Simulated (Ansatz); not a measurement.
**CH3+: energies up the ladder**

The task, for CH3+: energies up the ladder. Charge +1.

Computed with Ansatz 0.2.0 (the levels named in each step, unless a step's input says otherwise).

### 1 The structure to begin with

Bond lengths: C1–H2 1.067 Å, C1–H3 1.067 Å, C1–H4 1.067 Å. Angles: H2–C1–H3 120.0°, H2–C1–H4 120.0°, H3–C1–H4 120.0°.

As a file:

```xyz
4

C     0.0000   -0.0001   -0.0005
H     1.0571   -0.1457    0.0280
H    -0.6542   -0.8428   -0.0328
H    -0.4030    0.9884    0.0103
```

### 2 A rough first relaxation, PBE-D4/def2-SVP

Input file input.yaml:

```yaml
crystal:
  periodic: [false, false, false]
  atoms:
    - { symbol: C, position_ang: [-3.0e-05, -5.0e-05, -0.00047] }
    - { symbol: H, position_ang: [1.05707, -0.14569, 0.02805] }
    - { symbol: H, position_ang: [-0.65423, -0.8428, -0.03284] }
    - { symbol: H, position_ang: [-0.40299, 0.98838, 0.01035] }
total_charge: 1
basis:
  gaussian: { orbitals: def2-SVP }
hamiltonian:
  xc: pbe
  dispersion: d4
relax:
  f_tol: 0.03
  max_steps: 200
```

Started as:

```
$ ansatz run input.yaml --threads 2 --pin off --max-ram 5120MiB --backend cpu --events-out ev --progress --plain --runs-dir out
```

After this run come: Relaxation, PBE0-D4/def2-TZVPP; Frequencies, PBE0-D4/def2-TZVPP; Single point, PBE-D4/def2-TZVPP; Single point, r2SCAN-D4/def2-TZVPP; Single point, B3LYP-D4/def2-TZVPP; Single point, wB97M-V/def2-TZVPP; Single point, B2PLYP/def2-TZVPP; Single point, LDA/def2-TZVPP; Single point, PBE0-D4/def2-SVP; Single point, PBE-D4/def2-SVP; Single point, CCSD(T)/def2-TZVPP; Single point, CCSD(T)/def2-QZVPP.

**Question.** What will these runs give? Wanted: C1–H2 at PBE0-D4/def2-TZVPP; C1–H3 at PBE0-D4/def2-TZVPP; frequencies at PBE0-D4/def2-TZVPP; energy at CCSD(T)/CBS.

As calculated:

```
                         quantity              value
      C1–H2 at PBE0-D4/def2-TZVPP            1.092 Å
      C1–H3 at PBE0-D4/def2-TZVPP            1.092 Å
frequencies at PBE0-D4/def2-TZVPP  1406 to 3230 cm⁻¹
            energy at CCSD(T)/CBS       -1072.672 eV
```

**Reading.** No mode is imaginary, so the geometry is a minimum. These totals serve in differences with atoms or fragments at the same level; alone they don't rank the methods.
